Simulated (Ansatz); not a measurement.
Kohn–Sham single points on C4H6ClF (`C=C(C)C(F)Cl`).

```yaml
crystal:
  periodic: [false, false, false]
  atoms:
    - {symbol: C, position_ang: [-0.879091, -1.151706, -0.583413]}
    - {symbol: C, position_ang: [-0.131415, -0.199605, -0.041368]}
    - {symbol: C, position_ang: [0.869359, -0.432869, 1.041706]}
    - {symbol: C, position_ang: [-0.279928, 1.220754, -0.482850]}
    - {symbol: F, position_ang: [-1.295546, 1.387906, -1.363515]}
    - {symbol: Cl, position_ang: [1.229174, 1.803247, -1.258429]}
    - {symbol: H, position_ang: [-0.788755, -2.179160, -0.251078]}
    - {symbol: H, position_ang: [-1.596453, -0.935598, -1.363927]}
    - {symbol: H, position_ang: [1.878728, -0.188392, 0.701271]}
    - {symbol: H, position_ang: [0.852849, -1.473941, 1.363118]}
    - {symbol: H, position_ang: [0.663614, 0.198901, 1.911928]}
    - {symbol: H, position_ang: [-0.445537, 1.895465, 0.360658]}
basis:
  gaussian: {orbitals: def2-TZVPP}
hamiltonian: {xc: pbe0, dispersion: d4}
output: {orbitals: {seedname: orbitals}}
```

```sh
$ ansatz run in.yaml --threads 4 --pin off --events-out ev --progress --plain --max-ram 10444MiB
```

Output, abridged:

```
Functional definition: PBE0
1555 factors; their error is unknown
mean field evaluation 1: about -19468.5090 eV, gradient 5.8e1 eV
mean field evaluation 2: about -19466.3058 eV, gradient 6.3e1 eV
mean field evaluation 4: about -19476.1428 eV, gradient 3.5e0 eV
mean field evaluation 8: about -19476.1697 eV, gradient 8.2e-2 eV
mean field evaluation 16: about -19476.2042 eV, gradient 1.6e-4 eV
mean field -19476.20423631 eV, -715.7373042389 hartree, gradient 5.4e-5 eV, S^2 0.000000; 0 other end points of the search recorded, 0 dependent functions left out
reference -19476.20426653 eV, -715.7373053495 hartree; 28, 28 occupied and 253, 253 virtual orbitals, 1555 factors
Total energy: -19476.43212866 eV, -715.7456791286 hartree
```

Run time 3.9 s (4 threads of an Arm Neoverse V1 on a shared host); peak host memory 0.78 GiB.

With the line `hamiltonian: {xc: {name: wB97X-V}}` (abridged; 9.5 s):

```
Functional definition: wB97X-V
mean field evaluation 16: about -19484.1718 eV, gradient 1.5e-4 eV
mean field -19484.17180888 eV, -716.0301071304 hartree, gradient 2.4e-5 eV, S^2 0.000000
Total energy: -19484.17180696 eV, -716.0301070598 hartree
```

The same input with `hamiltonian: {xc: {name: wB97M-V}}` and forces (abridged; 14 s):

```
Functional definition: wB97M-V
mean field evaluation 16: about -19484.7872 eV, gradient 3.7e-4 eV
mean field -19484.78722235 eV, -716.0527231582 hartree, gradient 2.8e-5 eV, S^2 0.000000
Total energy: -19484.78726856 eV, -716.0527248563 hartree
Atom 0 force    -0.001787     0.008683    -0.002765 eV/Å
Atom 1 force    -0.180513    -0.192445    -0.129962 eV/Å
Atom 2 force     0.201966    -0.023221     0.188808 eV/Å
Atom 3 force     0.155470     0.204172     0.261475 eV/Å
Atom 4 force    -0.190470     0.017760    -0.183575 eV/Å
Atom 5 force     0.031740    -0.000796    -0.033469 eV/Å
Atom 6 force     0.005057     0.078925    -0.019096 eV/Å
Atom 7 force     0.055707    -0.008493     0.060447 eV/Å
Atom 8 force    -0.082792    -0.027696     0.024008 eV/Å
Atom 9 force     0.000700     0.074403    -0.022432 eV/Å
Atom 10 force     0.005924    -0.048244    -0.067965 eV/Å
Atom 11 force    -0.001002    -0.083049    -0.075472 eV/Å
Dipole moment:    -0.009280    -0.222056     0.391708 e Å
```
